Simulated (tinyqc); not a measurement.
Worked calculation: extended Hueckel theory, for SiH4. One step of it, computed by the program tinyqc.

Problem. Mulliken analysis. P = C n C^T; charge = valence electrons (H 1, Si 4) minus the sum of (P S)_ii on the atom; overlap population = 2 sum P_ij S_ij between two atoms.

coefficients:
```
              MO1        MO2        MO3        MO4        MO5        MO6        MO7        MO8
1Si 3s   0.583591   0.000000   0.000000   0.000000   0.000000   0.000000   0.000000   1.364410
1Si 3px  0.000000  -0.075127  -0.296602   0.310512   1.108712  -0.122567  -0.317708   0.000000
1Si 3py  0.000000  -0.047717   0.319042   0.293206   0.230215   1.067134   0.391701   0.000000
1Si 3pz  0.000000   0.426748  -0.016542   0.087449   0.250923  -0.437499   1.044431   0.000000
2H 1s    0.230524   0.241501   0.004687   0.549246  -0.725332  -0.231338  -0.510255  -0.661661
3H 1s    0.230524  -0.360903  -0.476086  -0.055740  -0.286316   0.343175   0.800148  -0.661661
4H 1s    0.230524  -0.317339   0.502376  -0.083245   0.515271  -0.742372   0.152846  -0.661661
5H 1s    0.230524   0.436741  -0.030977  -0.410260   0.496377   0.630535  -0.442740  -0.661661
```

occupations: 2.000000  2.000000  2.000000  2.000000  0.000000  0.000000  0.000000  0.000000

overlap S, lower triangle:
```
           1Si 3s    1Si 3px    1Si 3py    1Si 3pz     2H 1s     3H 1s     4H 1s     5H 1s
1Si 3s   1.000000
1Si 3px  0.000000   1.000000
1Si 3py  0.000000   0.000000   1.000000
1Si 3pz  0.000000   0.000000   0.000000   1.000000
2H 1s    0.391214   0.289190   0.289190   0.289190  1.000000
3H 1s    0.391214   0.289190  -0.289190  -0.289190  0.040475  1.000000
4H 1s    0.391214  -0.289190   0.289190  -0.289190  0.040475  0.040475  1.000000
5H 1s    0.391214  -0.289190  -0.289190   0.289190  0.040475  0.040475  0.040475  1.000000
```

Give: charges; Overlap populations.

Solution.

charges: 1Si 0.7095, 2H -0.1774, 3H -0.1774, 4H -0.1774, 5H -0.1774

Overlap populations:
```
pair      value
2-1    0.734583
3-1    0.734583
3-2   -0.010825
4-1    0.734583
4-2   -0.010825
4-3   -0.010825
5-1    0.734583
5-2   -0.010825
5-3   -0.010825
5-4   -0.010825
```
